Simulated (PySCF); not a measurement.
H4NP.
SMILES with atom numbers: `[NH:1]=[PH3:2]` (hydrogens: H3 on N1; H4, H5, H6 on P2)

Level: wB97X-D/pcSseg-2 in PySCF, non-relativistic, on one gas-phase PBE0-D3(BJ)/def2-TZVP geometry that isn't relaxed in the solvent. The solvent is an IEF-PCM continuum (cavity from Bondi-type radii × 1.2). The model holds no explicit solvent molecules, cavitation or dispersion.

Gas phase at wB97X-D/pcSseg-2: HOMO -8.69 eV, LUMO 1.94 eV, dipole 3.08 D.

Problem. What does the continuum do to the energy, the frontier levels and the dipole at wB97X-D/pcSseg-2 in chloroform?

Solution. 
| solvent | ε | E(solvent) − E(gas) (kcal/mol) | polarisation term (kcal/mol) | distortion of the solute (kcal/mol) | HOMO (eV) | LUMO (eV) | dipole (D) |
| --- | --- | --- | --- | --- | --- | --- | --- |
| chloroform | 4.711 | -6.15 | -7.33 | 1.18 | -8.75 | 2.14 | 3.96 |

The first energy column is the sum of the next two and covers electrostatics alone.

Problem. Which radius a makes the point-dipole formula ΔE = −[(ε − 1)/(2ε + 1)]·μ²/a³ give the value in chloroform, with the gas-phase dipole?

Solution. μ = 1.211 au and |ΔE| = 0.00980 Eh give a = 1.99 Å; the farthest nucleus lies 1.91 Å from the centroid of the nuclei. The formula assumes a rigid point dipole at the centre of a sphere.

Note: wB97X-D ran without an empirical dispersion term, which enters the total energy and its gradient alone.
